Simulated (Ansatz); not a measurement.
# AlN: the cost of one run

Program: the Python package of Ansatz 0.2.0. The levels of theory stand in the script. These are calculated values, not measurements.

## Step 1: Starting point

Bond lengths: Al1–N2 1.950 Å.

No structure file is read: the coordinates are typed or built in the script.

## Step 2: Script

File composite.py:

```python
# -*- coding: utf-8 -*-
import itertools

import ansatz
from ase.data import atomic_numbers, covalent_radii
import numpy as np

GEOMETRY = """
Al    0.00000    0.00000    0.00000
N     0.00000    0.00000    1.95000
"""

geometry = ansatz.Crystal.molecule()
for line in GEOMETRY.strip().splitlines():
    symbol, *xyz = line.split()
    geometry = geometry.atom(symbol, [float(v) for v in xyz])

job = (
    geometry.calculation()
    .basis(gaussian="def2-SVP")
    .functional("pbe0")
    .charge(1)
    .spin("collinear", total=3)
)
symbols = [site.symbol for site in geometry.cartesian_sites]
start = np.array([site.position_ang for site in geometry.cartesian_sites], dtype=float)
data = job.relax(force_tolerance=0.01).run(threads=1, backend="cpu").report
end = np.array(data["positions_ang"])
radius = [covalent_radii[atomic_numbers[s]] for s in symbols]
span = lambda where, i, j: np.linalg.norm(where[i] - where[j])
bonded = [(i, j) for i, j in itertools.combinations(range(len(symbols)), 2) if min(span(start, i, j), span(end, i, j)) < 1.2 * (radius[i] + radius[j])]
print("pair        before    after (A)")
for i, j in bonded:
    print(f"{symbols[i]}{i}-{symbols[j]}{j}".ljust(10), f"{span(start, i, j):8.4f} {span(end, i, j):8.4f}")

minimum = ansatz.Crystal.molecule()
for symbol, place in zip(symbols, end):
    minimum = minimum.atom(symbol, place.tolist())
at_minimum = minimum.calculation().charge(1).spin("collinear", total=3)
level = lambda method, basis: at_minimum.basis(gaussian=basis).correlation(method).run(threads=1, backend="cpu").report
small, large, cluster = level("mp2", "cc-pVDZ"), level("mp2", "cc-pVTZ"), level("ccsd_t", "cc-pVDZ")
corr = lambda each: (each["free_energy_ev"] - each["reference_energy_ev"]) / 27.211386246
mp2_limit = (27 * corr(large) - 8 * corr(small)) / 19
pieces = {"HF / cc-pVTZ": large["reference_energy_ev"] / 27.211386246, "MP2 correlation, DZ-TZ limit": mp2_limit, "CCSD(T) - MP2 / cc-pVDZ": corr(cluster) - corr(small)}
for name, value in pieces.items():
    print(f"{name:32s} {value:14.6f} Ha")
print(f"{'sum':32s} {sum(pieces.values()):14.6f} Ha")
print("T1 diagnostic", round(cluster["correlation"]["coupled_cluster"]["t1_diagnostic"], 4))
```

## Step 3: The input behind the calls

The package turns the script's settings into the engine's input (first run):

```yaml
crystal:
  periodic: [false, false, false]
  atoms:
    - { symbol: Al, position_ang: [0.0, 0.0, 0.0] }
    - { symbol: "N", position_ang: [0.0, 0.0, 1.95] }
basis:
  gaussian:
    orbitals: def2-SVP
hamiltonian:
  xc: pbe0
magnetization:
  spin_polarized: true
  initial_magnetization: 3.0
total_charge: 1.0
relax:
  f_tol: 0.01
```

## Step 4: Launch

Started as:

```bash
$ python composite.py
```

What time and memory should one allow on 1 thread of Arm Neoverse V2, shared host?

About 6.4 s, with a peak of 0.17 GiB.
